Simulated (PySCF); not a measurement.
Molecule: `C(#N)[SiH3]`, CH₃NSi.

Geometry (Å), atoms numbered from 1 in this order:
```xyz
6

N     2.404   -0.024    0.039
C     1.258   -0.013    0.019
Si   -0.608    0.006   -0.014
H    -1.010   -0.988   -1.007
H    -0.996    1.363   -0.394
H    -1.045   -0.342    1.336
```

Frames of a GFN2-xTB Langevin trajectory at 200 K; GIAO PBE0/pcSseg-1 shieldings in PySCF 2.14.0 with density-fitted response routines, gas phase, non-relativistic; equivalent atoms averaged within each frame.

Shifts are taken against calculated references (same method and geometry level): NH3 for ¹⁵N (267.73 ppm); TMS for ¹³C (186.93 ppm) and ²⁹Si (349.16 ppm) and ¹H (31.72 ppm). The references are static minima.

**Question.** How do the shifts (ppm) fluctuate along the trajectory?

**Answer.** 
| time (fs) | N1 | C2 | Si3 | H4/H5/H6 |
| --- | --- | --- | --- | --- |
| optimised geometry | 369.8 | 120.8 | -100.6 | 4.20 |
| 250 | 365.1 | 120.4 | -94.6 | 4.66 |
| 425 | 382.6 | 126.8 | -99.4 | 4.68 |
| 625 | 381.4 | 123.6 | -104.3 | 3.92 |
| 800 | 374.2 | 122.4 | -99.5 | 4.39 |
| 1000 | 362.0 | 117.3 | -96.5 | 4.27 |
| mean of frames | 373.1 | 122.1 | -98.9 | 4.39 |
| standard deviation | 9.3 | 3.5 | 3.7 | 0.31 |

5 frames give an uncertainty of the mean of about the standard deviation over 2.2 at best, since frames this close in time may not be independent; classical motion lacks zero-point vibration, and the reference would need the same averaging.
